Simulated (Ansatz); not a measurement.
Start from `C=C/C=C\F` and change one atom or group to get `N/C=C\F`.

Ansatz, PBE0-D4/def2-TZVP geometries, multiplicity 1. Each molecule was computed in one conformer, which needn't be the lowest.

| property | `C=C/C=C\F` |
| --- | --- |
| HOMO energy (PBE0/def2-TZVPP) / eV | -6.76 |
| LUMO energy (B3LYP/def2-TZVPP) / eV | -1.08 |
| HOMO–LUMO gap (ωB97M-V/def2-TZVPP) / eV | 10.08 |
| HOMO energy (PBE/def2-TZVPP) / eV | -5.72 |
| size of the dipole moment (ωB97M-V/def2-TZVPP) / D | 1.22 |
| LUMO energy (PBE0/def2-TZVPP) / eV | -0.86 |

(1) Give the same properties after the change, and the shifts. (Best estimate.)

## Answers

(1) The calculation gave: 
```csv
property,`N/C=C\F`,shift
HOMO energy (PBE0/def2-TZVPP) / eV,-6.03,0.73
LUMO energy (B3LYP/def2-TZVPP) / eV,0.62,1.70
HOMO–LUMO gap (ωB97M-V/def2-TZVPP) / eV,10.73,0.65
HOMO energy (PBE/def2-TZVPP) / eV,-4.79,0.93
size of the dipole moment (ωB97M-V/def2-TZVPP) / D,1.99,0.77
LUMO energy (PBE0/def2-TZVPP) / eV,1.00,1.86
```

With PBE0 the HOMO rises by 0.73 eV and the LUMO rises by 1.86 eV, so the gap widens by about 1.13 eV. PBE moves the HOMO by 0.93 eV and ωB97M-V by 0.59 eV. Dipoles are sizes alone; their direction can turn.

B3LYP here is the variant with VWN-RPA as its local correlation; programs differ in this.
